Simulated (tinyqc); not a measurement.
Inside a calculation (part 1 of 2). Method: UHF in the sto-3g basis, for CH2, spin multiplicity 3. Computed by tinyqc, a small Python program that keeps every step (integrals from PySCF). Settings: charge = 0, multiplicity = 3, basis = sto-3g, energy threshold = 1e-09, iteration cap = 89, orthogonalisation = canonical, start = core, DIIS depth = 6, DIIS from iteration = 3, method = UHF. Command: `OMP_NUM_THREADS=1 python tinyqc.py 31299 31300 out.jsonl` (the two numbers bound the seeds that draw the settings). One thread of a shared host (Intel(R) Xeon(R) Processor @ 2.60GHz), about 0.1 s of CPU time with the checks. Later iterations appear only in the table of the cycle.

## One-electron integrals

Geometry (angstrom):
```
atom       x        y       z
C     0.0000   0.0000  0.0000
H     0.0000   1.3210  0.6180
H     0.0000  -1.3210  0.6180
```

Basis sto-3g: exponents (1/bohr^2) and contraction coefficients of normalised primitives:
```
element  l (shell)  exponent  coefficient
C            s (1)   71.6168       0.1543
C            s (1)   13.0451       0.5353
C            s (1)    3.5305       0.4446
C            s (2)    2.9412      -0.1000
C            s (2)    0.6835       0.3995
C            s (2)    0.2223       0.7001
C            p (3)    2.9412       0.1559
C            p (3)    0.6835       0.6077
C            p (3)    0.2223       0.3920
H            s (1)    3.4253       0.1543
H            s (1)    0.6239       0.5353
H            s (1)    0.1689       0.4446
```

Overlap, kinetic and nuclear-attraction integrals over the contracted functions; the nuclear repulsion is the sum of Za Zb / Rab.

nuclear repulsion = 4.554432 hartree

overlap S, lower triangle:
```
         1C 1s   1C 2s  1C 2px   1C 2py  1C 2pz   2H 1s   3H 1s
1C 1s   1.0000
1C 2s   0.2484  1.0000
1C 2px  0.0000  0.0000  1.0000
1C 2py  0.0000  0.0000  0.0000   1.0000
1C 2pz  0.0000  0.0000  0.0000   0.0000  1.0000
2H 1s   0.0269  0.3034  0.0000   0.2972  0.1390  1.0000
3H 1s   0.0269  0.3034  0.0000  -0.2972  0.1390  0.0378  1.0000
```

kinetic energy T (hartree), lower triangle:
```
          1C 1s   1C 2s  1C 2px   1C 2py  1C 2pz    2H 1s   3H 1s
1C 1s   15.8911
1C 2s   -0.0859  0.4722
1C 2px   0.0000  0.0000  1.4777
1C 2py   0.0000  0.0000  0.0000   1.4777
1C 2pz   0.0000  0.0000  0.0000   0.0000  1.4777
2H 1s   -0.0081  0.0232  0.0000   0.0840  0.0393   0.7600
3H 1s   -0.0081  0.0232  0.0000  -0.0840  0.0393  -0.0097  0.7600
```

nuclear attraction V (hartree), lower triangle:
```
           1C 1s    1C 2s   1C 2px   1C 2py   1C 2pz    2H 1s    3H 1s
1C 1s   -34.3784
1C 2s    -4.3725  -5.9121
1C 2px    0.0000   0.0000  -5.8256
1C 2py    0.0000   0.0000   0.0000  -5.9347
1C 2pz   -0.0080  -0.0908   0.0000   0.0000  -5.8495
2H 1s    -0.4793  -1.3794   0.0000  -1.2296  -0.5871  -3.5934
3H 1s    -0.4793  -1.3794   0.0000   1.2296  -0.5871  -0.1585  -3.5934
```

core Hamiltonian H = T + V (hartree), lower triangle:
```
           1C 1s    1C 2s   1C 2px   1C 2py   1C 2pz    2H 1s    3H 1s
1C 1s   -18.4873
1C 2s    -4.4584  -5.4398
1C 2px    0.0000   0.0000  -4.3479
1C 2py    0.0000   0.0000   0.0000  -4.4570
1C 2pz   -0.0080  -0.0908   0.0000   0.0000  -4.3718
2H 1s    -0.4874  -1.3563   0.0000  -1.1456  -0.5478  -2.8334
3H 1s    -0.4874  -1.3563   0.0000   1.1456  -0.5478  -0.1681  -2.8334
```

## Two-electron integrals

Functions are numbered as in S; the eight-fold symmetry (ij|kl) = (ji|kl) = (kl|ij) leaves the list below.

Two-electron integrals (ij|kl) in chemists' order, unique and non-zero (hartree):
```
(11|11) 3.5419      (21|11) 0.5769      (21|21) 0.1119      (22|11) 0.8547
(22|21) 0.2053      (22|22) 0.6247      (31|31) 0.0203      (32|31) 0.0309
(32|32) 0.1380      (33|11) 0.8524      (33|21) 0.2053      (33|22) 0.6246
(33|33) 0.6728      (41|41) 0.0203      (42|41) 0.0309      (42|42) 0.1380
(43|43) 0.0363      (44|11) 0.8524      (44|21) 0.2053      (44|22) 0.6246
(44|33) 0.6003      (44|44) 0.6728      (51|51) 0.0203      (52|51) 0.0309
(52|52) 0.1380      (53|53) 0.0363      (54|54) 0.0363      (55|11) 0.8524
(55|21) 0.2053      (55|22) 0.6246      (55|33) 0.6003      (55|44) 0.6003
(55|55) 0.6728      (61|11) 0.0626      (61|21) 0.0121      (61|22) 0.0222
(61|33) 0.0221      (61|41) 0.0006      (61|42) 0.0012      (61|44) 0.0223
(61|51) 2.94e-04    (61|52) 0.0006      (61|54) 7.98e-05    (61|55) 0.0221
(61|61) 0.0013      (62|11) 0.1810      (62|21) 0.0442      (62|22) 0.1523
(62|33) 0.1484      (62|41) 0.0038      (62|42) 0.0282      (62|44) 0.1578
(62|51) 0.0018      (62|52) 0.0132      (62|54) 0.0044      (62|55) 0.1505
(62|61) 0.0050      (62|62) 0.0533      (63|31) 0.0041      (63|32) 0.0227
(63|43) 0.0052      (63|53) 0.0024      (63|63) 0.0058      (64|11) 0.1522
(64|21) 0.0376      (64|22) 0.1373      (64|33) 0.1307      (64|41) 0.0067
(64|42) 0.0456      (64|44) 0.1488      (64|51) 0.0013      (64|52) 0.0107
(64|54) 0.0060      (64|55) 0.1323      (64|61) 0.0044      (64|62) 0.0568
(64|64) 0.0653      (65|11) 0.0712      (65|21) 0.0176      (65|22) 0.0642
(65|33) 0.0611      (65|41) 0.0013      (65|42) 0.0107      (65|44) 0.0647
(65|51) 0.0047      (65|52) 0.0277      (65|54) 0.0069      (65|55) 0.0668
(65|61) 0.0021      (65|62) 0.0266      (65|64) 0.0279      (65|65) 0.0188
(66|11) 0.3610      (66|21) 0.0896      (66|22) 0.3527      (66|33) 0.3359
(66|41) 0.0082      (66|42) 0.0860      (66|44) 0.3769      (66|51) 0.0038
(66|52) 0.0402      (66|54) 0.0192      (66|55) 0.3449      (66|61) 0.0101
(66|62) 0.1682      (66|64) 0.1969      (66|65) 0.0921      (66|66) 0.7746
(71|11) 0.0626      (71|21) 0.0121      (71|22) 0.0222      (71|33) 0.0221
(71|41) -0.0006     (71|42) -0.0012     (71|44) 0.0223      (71|51) 2.94e-04
(71|52) 0.0006      (71|54) -7.98e-05   (71|55) 0.0221      (71|61) 0.0013
(71|62) 0.0047      (71|64) 0.0038      (71|65) 0.0019      (71|66) 0.0094
(71|71) 0.0013      (72|11) 0.1810      (72|21) 0.0442      (72|22) 0.1523
(72|33) 0.1484      (72|41) -0.0038     (72|42) -0.0282     (72|44) 0.1578
(72|51) 0.0018      (72|52) 0.0132      (72|54) -0.0044     (72|55) 0.1505
(72|61) 0.0047      (72|62) 0.0341      (72|64) 0.0273      (72|65) 0.0166
(72|66) 0.0799      (72|71) 0.0050      (72|72) 0.0533      (73|31) 0.0041
(73|32) 0.0227      (73|43) -0.0052     (73|53) 0.0024      (73|63) 0.0033
(73|73) 0.0058      (74|11) -0.1522     (74|21) -0.0376     (74|22) -0.1373
(74|33) -0.1307     (74|41) 0.0067      (74|42) 0.0456      (74|44) -0.1488
(74|51) -0.0013     (74|52) -0.0107     (74|54) 0.0060      (74|55) -0.1323
(74|61) -0.0038     (74|62) -0.0273     (74|64) -0.0194     (74|65) -0.0131
(74|66) -0.0630     (74|71) -0.0044     (74|72) -0.0568     (74|74) 0.0653
(75|11) 0.0712      (75|21) 0.0176      (75|22) 0.0642      (75|33) 0.0611
(75|41) -0.0013     (75|42) -0.0107     (75|44) 0.0647      (75|51) 0.0047
(75|52) 0.0277      (75|54) -0.0069     (75|55) 0.0668      (75|61) 0.0019
(75|62) 0.0166      (75|64) 0.0131      (75|65) 0.0112      (75|66) 0.0406
(75|71) 0.0021      (75|72) 0.0266      (75|74) -0.0279     (75|75) 0.0188
(76|11) 0.0207      (76|21) 0.0051      (76|22) 0.0179      (76|33) 0.0175
(76|44) 0.0181      (76|51) 3.56e-04    (76|52) 0.0028      (76|55) 0.0182
(76|61) 0.0006      (76|62) 0.0053      (76|64) 0.0050      (76|65) 0.0029
(76|66) 0.0149      (76|71) 0.0006      (76|72) 0.0053      (76|74) -0.0050
(76|75) 0.0029      (76|76) 0.0007      (77|11) 0.3610      (77|21) 0.0896
(77|22) 0.3527      (77|33) 0.3359      (77|41) -0.0082     (77|42) -0.0860
(77|44) 0.3769      (77|51) 0.0038      (77|52) 0.0402      (77|54) -0.0192
(77|55) 0.3449      (77|61) 0.0094      (77|62) 0.0799      (77|64) 0.0630
(77|65) 0.0406      (77|66) 0.2002      (77|71) 0.0101      (77|72) 0.1682
(77|74) -0.1969     (77|75) 0.0921      (77|76) 0.0149      (77|77) 0.7746
```

## Orthogonalisation

S = U s U^T; canonical form X = U s^(-1/2), so that X^T S X = 1. Each column of U has its largest component positive (the first on a tie).

eigenvalues of S: 0.5041  0.5604  0.8949  1.0000  1.0823  1.4018  1.5564

X:
```
              1        2        3       4        5        6       7
1C 1s   -0.4158   0.0000   0.7098  0.0000  -0.5695   0.0000  0.2669
1C 2s    0.9638   0.0000  -0.2466  0.0000  -0.2322   0.0000  0.5188
1C 2px   0.0000   0.0000   0.0000  1.0000   0.0000   0.0000  0.0000
1C 2py   0.0000   0.9231   0.0000  0.0000   0.0000   0.6105  0.0000
1C 2pz   0.3461   0.0000   0.6557  0.0000   0.6815   0.0000  0.1831
2H 1s   -0.6173  -0.6827  -0.2478  0.0000   0.2016   0.4127  0.3664
3H 1s   -0.6173   0.6827  -0.2478  0.0000   0.2016  -0.4127  0.3664
```

## Starting guess

The start is the orbitals of the core Hamiltonian; D(s) = C_occ C_occ^T for each spin.

D(alpha) at the start, lower triangle:
```
          1C 1s    1C 2s  1C 2px   1C 2py   1C 2pz    2H 1s   3H 1s
1C 1s    1.0701
1C 2s   -0.2874   1.1764
1C 2px   0.0000   0.0000  1.0000
1C 2py   0.0000   0.0000  0.0000   1.1254
1C 2pz  -0.0109   0.0555  0.0000   0.0000   1.0271
2H 1s    0.0267  -0.1032  0.0000  -0.1297  -0.0598   0.0270
3H 1s    0.0267  -0.1032  0.0000   0.1297  -0.0598  -0.0029  0.0270
```

D(beta) at the start, lower triangle:
```
          1C 1s    1C 2s  1C 2px   1C 2py   1C 2pz    2H 1s   3H 1s
1C 1s    1.0646
1C 2s   -0.2648   1.0826
1C 2px   0.0000   0.0000  0.0000
1C 2py   0.0000   0.0000  0.0000   1.1254
1C 2pz  -0.0816   0.3485  0.0000   0.0000   0.1122
2H 1s    0.0285  -0.1110  0.0000  -0.1297  -0.0357   0.0263
3H 1s    0.0285  -0.1110  0.0000   0.1297  -0.0357  -0.0036  0.0263
```

## Iteration 1: building the Fock matrix

J_ij = sum D_kl (ij|kl) with D = D(alpha) + D(beta), K_ij = sum D_kl (ik|jl) for each spin; F = H + J - K(s); E = tr D H + tr D J / 2 - 0.5 sum_s tr D(s) K(s) + E_nn.

Coulomb J (hartree), lower triangle:
```
          1C 1s   1C 2s  1C 2px   1C 2py  1C 2pz   2H 1s   3H 1s
1C 1s   12.3085
1C 2s    2.4017  5.4956
1C 2px   0.0000  0.0000  5.4660
1C 2py   0.0000  0.0000  0.0000   5.5330
1C 2pz   0.0171  0.0772  0.0000   0.0000  5.4714
2H 1s    0.2603  1.2918  0.0000   1.1450  0.5440  2.8648
3H 1s    0.2603  1.2918  0.0000  -1.1450  0.5440  0.1512  2.8648
```

exchange K(alpha) (hartree), lower triangle:
```
         1C 1s   1C 2s  1C 2px   1C 2py  1C 2pz   2H 1s   3H 1s
1C 1s   3.6554
1C 2s   0.6736  1.0984
1C 2px  0.0000  0.0000  0.9053
1C 2py  0.0000  0.0000  0.0000   0.9040
1C 2pz  0.0002  0.0009  0.0000   0.0000  0.9049
2H 1s   0.0783  0.2193  0.0000   0.1471  0.0684  0.0872
3H 1s   0.0783  0.2193  0.0000  -0.1471  0.0684  0.0266  0.0872
```

exchange K(beta) (hartree), lower triangle:
```
         1C 1s   1C 2s  1C 2px   1C 2py  1C 2pz   2H 1s   3H 1s
1C 1s   3.6129
1C 2s   0.6138  0.7810
1C 2px  0.0000  0.0000  0.1872
1C 2py  0.0000  0.0000  0.0000   0.8220
1C 2pz  0.0090  0.2150  0.0000   0.0000  0.2470
2H 1s   0.0706  0.1784  0.0000   0.1372  0.0627  0.0761
3H 1s   0.0706  0.1784  0.0000  -0.1372  0.0627  0.0201  0.0761
```

F(alpha) (hartree), lower triangle:
```
          1C 1s    1C 2s  1C 2px   1C 2py   1C 2pz    2H 1s    3H 1s
1C 1s   -9.8342
1C 2s   -2.7303  -1.0426
1C 2px   0.0000   0.0000  0.2128
1C 2py   0.0000   0.0000  0.0000   0.1720
1C 2pz   0.0088  -0.0146  0.0000   0.0000   0.1948
2H 1s   -0.3054  -0.2837  0.0000  -0.1477  -0.0722  -0.0558
3H 1s   -0.3054  -0.2837  0.0000   0.1477  -0.0722  -0.0436  -0.0558
```

F(beta) (hartree), lower triangle:
```
          1C 1s    1C 2s  1C 2px   1C 2py   1C 2pz    2H 1s    3H 1s
1C 1s   -9.7917
1C 2s   -2.6704  -0.7252
1C 2px   0.0000   0.0000  0.9310
1C 2py   0.0000   0.0000  0.0000   0.2540
1C 2pz   0.0001  -0.2287  0.0000   0.0000   0.8527
2H 1s   -0.2977  -0.2428  0.0000  -0.1378  -0.0665  -0.0447
3H 1s   -0.2977  -0.2428  0.0000   0.1378  -0.0665  -0.0371  -0.0447
```

total energy of this density = -36.909699 hartree

## Iteration 1: diagonalisation and new density

Diagonalise F' = X^T F X, C = X C', fill 5 alpha and 3 beta electrons from the bottom; D(s) = C_occ C_occ^T. Each column has its largest component positive (the first on a tie).

F' = X^T F X (alpha) (hartree), lower triangle:
```
         1       2        3       4        5        6        7
1  -0.1220
2   0.0000  0.5075
3   1.3329  0.0000  -3.7849
4   0.0000  0.0000   0.0000  0.2128
5  -1.1073  0.0000   3.9121  0.0000  -3.7346
6   0.0000  0.1144   0.0000  0.0000   0.0000  -0.0889
7   0.6823  0.0000  -2.5381  0.0000   2.6448   0.0000  -2.1144
```

orbital energies (alpha) (hartree): MO1 -9.8440, MO2 -0.3640, MO3 -0.1101, MO4 0.0887, MO5 0.2128, MO6 0.3634, MO7 0.5287

coefficients C (alpha):
```
            MO1      MO2      MO3      MO4     MO5      MO6      MO7
1C 1s    0.9910  -0.2418   0.0000   0.1352  0.0000  -0.1165   0.0000
1C 2s    0.0355   0.8113   0.0000  -0.5875  0.0000   0.5551   0.0000
1C 2px   0.0000   0.0000   0.0000   0.0000  1.0000   0.0000   0.0000
1C 2py   0.0000   0.0000   0.4321   0.0000  0.0000   0.0000   1.0189
1C 2pz   0.0006   0.0444   0.0000   0.6344  0.0000   0.8020   0.0000
2H 1s   -0.0056   0.2516   0.5302   0.4558  0.0000  -0.5885  -0.5961
3H 1s   -0.0056   0.2516  -0.5302   0.4558  0.0000  -0.5885   0.5961
```

F' = X^T F X (beta) (hartree), lower triangle:
```
         1       2        3       4        5        6        7
1  -0.0102
2   0.0000  0.5567
3   1.3120  0.0000  -3.4180
4   0.0000  0.0000   0.0000  0.9310
5  -1.1359  0.0000   4.2761  0.0000  -3.3145
6   0.0000  0.1573   0.0000  0.0000   0.0000  -0.0469
7   0.7941  0.0000  -2.5553  0.0000   2.5986   0.0000  -1.9885
```

orbital energies (beta) (hartree): MO1 -9.7983, MO2 -0.2104, MO3 -0.0854, MO4 0.3425, MO5 0.5952, MO6 0.9310, MO7 0.9350

coefficients C (beta):
```
            MO1      MO2      MO3      MO4      MO5     MO6      MO7
1C 1s    0.9928  -0.1830   0.0000  -0.2269   0.0000  0.0000   0.0416
1C 2s    0.0287   0.5787   0.0000   0.9808   0.0000  0.0000  -0.1231
1C 2px   0.0000   0.0000   0.0000   0.0000   0.0000  1.0000   0.0000
1C 2py   0.0000   0.0000   0.3733   0.0000   1.0419  0.0000   0.0000
1C 2pz   0.0017   0.1531   0.0000   0.1460   0.0000  0.0000   1.0015
2H 1s   -0.0046   0.4088   0.5633  -0.6566  -0.5649  0.0000  -0.1382
3H 1s   -0.0046   0.4088  -0.5633  -0.6566   0.5649  0.0000  -0.1382
```

D(alpha) after iteration 1, lower triangle:
```
          1C 1s    1C 2s  1C 2px   1C 2py  1C 2pz    2H 1s   3H 1s
1C 1s    1.0588
1C 2s   -0.2404   1.0046
1C 2px   0.0000   0.0000  1.0000
1C 2py   0.0000   0.0000  0.0000   0.1867
1C 2pz   0.0757  -0.3366  0.0000   0.0000  0.4044
2H 1s   -0.0047  -0.0638  0.0000   0.2291  0.3003   0.5521
3H 1s   -0.0047  -0.0638  0.0000  -0.2291  0.3003  -0.0100  0.5521
```

D(beta) after iteration 1, lower triangle:
```
          1C 1s   1C 2s  1C 2px   1C 2py  1C 2pz    2H 1s   3H 1s
1C 1s    1.0191
1C 2s   -0.0774  0.3357
1C 2px   0.0000  0.0000  0.0000
1C 2py   0.0000  0.0000  0.0000   0.1394
1C 2pz  -0.0263  0.0887  0.0000   0.0000  0.0234
2H 1s   -0.0794  0.2364  0.0000   0.2103  0.0626   0.4845
3H 1s   -0.0794  0.2364  0.0000  -0.2103  0.0626  -0.1502  0.4845
```

## Iteration 2: building the Fock matrix

As before.

Coulomb J (hartree), lower triangle:
```
          1C 1s   1C 2s  1C 2px   1C 2py  1C 2pz   2H 1s   3H 1s
1C 1s   10.8501
1C 2s    2.0651  4.7360
1C 2px   0.0000  0.0000  4.7075
1C 2py   0.0000  0.0000  0.0000   4.7868
1C 2pz   0.0046  0.0850  0.0000   0.0000  4.6969
2H 1s    0.2238  1.1991  0.0000   1.1064  0.5290  3.1654
3H 1s    0.2238  1.1991  0.0000  -1.1064  0.5290  0.1409  3.1654
```

exchange K(alpha) (hartree), lower triangle:
```
         1C 1s    1C 2s  1C 2px   1C 2py  1C 2pz   2H 1s   3H 1s
1C 1s   3.6155
1C 2s   0.6325   0.9271
1C 2px  0.0000   0.0000  0.8477
1C 2py  0.0000   0.0000  0.0000   0.5262
1C 2pz  0.0025  -0.1060  0.0000   0.0000  0.5604
2H 1s   0.0722   0.2850  0.0000   0.2695  0.1580  0.6110
3H 1s   0.0722   0.2850  0.0000  -0.2695  0.1580  0.0298  0.6110
```

exchange K(beta) (hartree), lower triangle:
```
         1C 1s   1C 2s  1C 2px   1C 2py  1C 2pz   2H 1s   3H 1s
1C 1s   3.5543
1C 2s   0.5936  0.5128
1C 2px  0.0000  0.0000  0.0979
1C 2py  0.0000  0.0000  0.0000   0.3935
1C 2pz  0.0005  0.1444  0.0000   0.0000  0.1451
2H 1s   0.0648  0.2726  0.0000   0.2556  0.1130  0.5767
3H 1s   0.0648  0.2726  0.0000  -0.2556  0.1130  0.0165  0.5767
```

F(alpha) (hartree), lower triangle:
```
           1C 1s    1C 2s   1C 2px   1C 2py   1C 2pz    2H 1s    3H 1s
1C 1s   -11.2527
1C 2s    -3.0258  -1.6309
1C 2px    0.0000   0.0000  -0.4881
1C 2py    0.0000   0.0000   0.0000  -0.1963
1C 2pz   -0.0059   0.1001   0.0000   0.0000  -0.2352
2H 1s    -0.3358  -0.4422   0.0000  -0.3088  -0.1768  -0.2790
3H 1s    -0.3358  -0.4422   0.0000   0.3088  -0.1768  -0.0571  -0.2790
```

F(beta) (hartree), lower triangle:
```
           1C 1s    1C 2s  1C 2px   1C 2py   1C 2pz    2H 1s    3H 1s
1C 1s   -11.1915
1C 2s    -2.9869  -1.2167
1C 2px    0.0000   0.0000  0.2617
1C 2py    0.0000   0.0000  0.0000  -0.0636
1C 2pz   -0.0039  -0.1502  0.0000   0.0000   0.1800
2H 1s    -0.3284  -0.4298  0.0000  -0.2948  -0.1318  -0.2447
3H 1s    -0.3284  -0.4298  0.0000   0.2948  -0.1318  -0.0437  -0.2447
```

total energy of this density = -38.225222 hartree

## Iteration 2: diagonalisation and new density

As before.

F' = X^T F X (alpha) (hartree), lower triangle:
```
         1       2        3        4        5        6        7
1  -0.3927
2   0.0000  0.4042
3   1.7025  0.0000  -4.6459
4   0.0000  0.0000   0.0000  -0.4881
5  -1.1971  0.0000   4.2401   0.0000  -4.5623
6   0.0000  0.0366   0.0000   0.0000   0.0000  -0.4599
7   0.6598  0.0000  -2.7834   0.0000   2.9262   0.0000  -2.6738
```

orbital energies (alpha) (hartree): MO1 -11.2585, MO2 -0.9065, MO3 -0.4881, MO4 -0.4615, MO5 -0.3935, MO6 0.2839, MO7 0.4057

coefficients C (alpha):
```
            MO1      MO2     MO3      MO4      MO5      MO6      MO7
1C 1s    0.9934  -0.2623  0.0000   0.0000   0.0407  -0.1224   0.0000
1C 2s    0.0262   0.9436  0.0000   0.0000  -0.2396   0.6036   0.0000
1C 2px   0.0000   0.0000  1.0000   0.0000   0.0000   0.0000   0.0000
1C 2py   0.0000   0.0000  0.0000   0.5710   0.0000   0.0000   0.9481
1C 2pz   0.0013  -0.1256  0.0000   0.0000   0.7575   0.6769   0.0000
2H 1s   -0.0041   0.1151  0.0000   0.4412   0.3921  -0.6710  -0.6647
3H 1s   -0.0041   0.1151  0.0000  -0.4412   0.3921  -0.6710   0.6647
```

F' = X^T F X (beta) (hartree), lower triangle:
```
         1       2        3       4        5        6        7
1  -0.1704
2   0.0000  0.5017
3   1.5373  0.0000  -4.3676
4   0.0000  0.0000   0.0000  0.2617
5  -1.3712  0.0000   4.5004  0.0000  -4.2164
6   0.0000  0.0985   0.0000  0.0000   0.0000  -0.3893
7   0.7747  0.0000  -2.8302  0.0000   2.8581   0.0000  -2.5434
```

orbital energies (beta) (hartree): MO1 -11.1960, MO2 -0.6280, MO3 -0.4001, MO4 0.1619, MO5 0.2617, MO6 0.3644, MO7 0.5125

coefficients C (beta):
```
            MO1      MO2      MO3      MO4     MO5      MO6      MO7
1C 1s    0.9943  -0.2100   0.0000  -0.1584  0.0000  -0.1203   0.0000
1C 2s    0.0228   0.7148   0.0000   0.6755  0.0000   0.5873   0.0000
1C 2px   0.0000   0.0000   0.0000   0.0000  1.0000   0.0000   0.0000
1C 2py   0.0000   0.0000   0.5067   0.0000  0.0000   0.0000   0.9839
1C 2pz   0.0016   0.1661   0.0000  -0.6713  0.0000   0.7547   0.0000
2H 1s   -0.0037   0.3108   0.4844  -0.3663  0.0000  -0.6217  -0.6339
3H 1s   -0.0037   0.3108  -0.4844  -0.3663  0.0000  -0.6217   0.6339
```

D(alpha) after iteration 2, lower triangle:
```
          1C 1s    1C 2s  1C 2px   1C 2py  1C 2pz    2H 1s   3H 1s
1C 1s    1.0574
1C 2s   -0.2312   0.9484
1C 2px   0.0000   0.0000  1.0000
1C 2py   0.0000   0.0000  0.0000   0.3260
1C 2pz   0.0651  -0.3000  0.0000   0.0000  0.5896
2H 1s   -0.0183   0.0145  0.0000   0.2519  0.2826   0.3617
3H 1s   -0.0183   0.0145  0.0000  -0.2519  0.2826  -0.0276  0.3617
```

D(beta) after iteration 2, lower triangle:
```
          1C 1s   1C 2s  1C 2px   1C 2py  1C 2pz    2H 1s   3H 1s
1C 1s    1.0328
1C 2s   -0.1274  0.5115
1C 2px   0.0000  0.0000  0.0000
1C 2py   0.0000  0.0000  0.0000   0.2567
1C 2pz  -0.0333  0.1188  0.0000   0.0000  0.0276
2H 1s   -0.0690  0.2221  0.0000   0.2454  0.0516   0.3313
3H 1s   -0.0690  0.2221  0.0000  -0.2454  0.0516  -0.1380  0.3313
```
